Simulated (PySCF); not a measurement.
C3H6FN.
Structure used (PBE0-D3(BJ)/def2-SVP), in Å, numbered top down from 1:
```xyz
11
C3H6FN angstrom
N     -1.2066    0.8250   -0.1333
C     -0.7556   -0.5476   -0.0404
C      0.7336   -0.6496    0.0835
C      1.5569    0.3739   -0.1191
F      2.8789    0.2564    0.0060
H     -1.0860    1.2946    0.7626
H     -2.1977    0.8641   -0.3548
H     -1.2111   -1.1267    0.7931
H     -1.0690   -1.0773   -0.9594
H      1.1644   -1.6193    0.3521
H      1.2324    1.3790   -0.4002
```

Computed with PBE0-D3(BJ)/def2-SVP geometry optimisation, gas phase (PySCF 2.14.0).

Take the most abundant isotopes and a rigid rotor. The values belong to one conformer with, in the numbering `[NH2:1][CH2:2]/[CH:3]=[CH:4]/[F:5]`, H–N1–C2–C3 -71° and 172°, N1–C2–C3–C4 -12°.

(1) Give the principal moments of inertia and the rotational constants in MHz.

(2) What kind of rotor is it?

(3) Is it planar, by Δ = Ic − Ia − Ib?

(4) Which lines would a microwave search look for?

Results:

(1) Ia = 32.99, Ib = 197.13, Ic = 224.69 u·Å²; 505379 MHz·u·Å²/I gives A = 15317, B = 2564, C = 2249 MHz.

(2) A near-prolate asymmetric top. Ray's parameter κ = (2B − A − C)/(A − C) = -0.952; −1 is the prolate and +1 the oblate limit.

(3) Not planar: Δ = Ic − Ia − Ib = -5.43 u·Å². For a rigid frame Δ = −2 Σ m c², so Σ m c² = 2.71 u·Å² lies off the ab plane: 2.60 from hydrogen and 0.12 from heavier atoms. The atom farthest from that plane is 1.00 Å away.

(4) The dipole components are |μa| = 2.52 D, |μb| = 0.27 D, |μc| = 0.73 D. The squared components, which scale the intensities, stand as 1.00 : 0.01 : 0.08 (a : b : c). Some lines, for components of 0.1 D or more:

```csv
type,branch,"J(Ka,Kc)",MHz,lower level (cm⁻¹)
a,Q,"1(1,0) ← 1(1,1)",315,0.586
a,Q,"2(1,1) ← 2(1,2)",944,0.897
a,R,"1(0,1) ← 0(0,0)",4813,0.000
a,R,"2(1,2) ← 1(1,1)",9311,0.586
a,R,"2(0,2) ← 1(0,1)",9620,0.161
a,R,"2(1,1) ← 1(1,0)",9940,0.596
c,Q,"2(1,2) ← 2(0,2)",12445,0.481
c,Q,"1(1,1) ← 1(0,1)",12754,0.161
b,Q,"1(1,0) ← 1(0,1)",13068,0.161
b,Q,"2(1,1) ← 2(0,2)",13389,0.481
b,R,"1(1,1) ← 0(0,0)",17567,0.000
c,R,"1(1,0) ← 0(0,0)",17881,0.000
b,R,"2(1,2) ← 1(0,1)",22065,0.161
c,R,"2(1,1) ← 1(0,1)",23009,0.161
c,Q,"2(2,1) ← 2(1,1)",38261,0.928
b,Q,"2(2,0) ← 2(1,1)",38267,0.928
b,Q,"2(2,1) ← 2(1,2)",39205,0.897
b,R,"2(2,1) ← 1(1,0)",48202,0.596
c,R,"2(2,0) ← 1(1,0)",48207,0.596
c,R,"2(2,1) ← 1(1,1)",48516,0.586
b,R,"2(2,0) ← 1(1,1)",48522,0.586
```

Not checked by PBE0-D3(BJ)/def2-SVP frequencies. No vibrational averaging or centrifugal distortion is included, and the geometry carries the error of its method. A rigid rotor knows nothing of inversion at nitrogen, which can split or shift real lines. Quadrupole hyperfine structure (14N) is left out.
